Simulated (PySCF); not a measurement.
Delta-SCF ions had no search for a lower state. Excitations are Tamm–Dancoff values on a coarser integration grid. The basis has no diffuse functions, so Rydberg states are missing or too high.

Species: AlF$_{3}$, SMILES `[F][Al]([F])[F]` (charge 0, multiplicity 1).

Problem. What vertical ionisation energy (Delta-SCF), S1–T1 gap (TDA) and T1 excitation (TDA) does ωB97X-D3(BJ)/def2-TZVP // B3LYP-D3(BJ)/def2-TZVP (PySCF) give?

Solution. 
```json
{
 "vertical ionisation energy (Delta-SCF)": "14.92 eV",
 "S1–T1 gap (TDA)": "0.24 eV",
 "T1 excitation (TDA)": "8.54 eV"
}
```
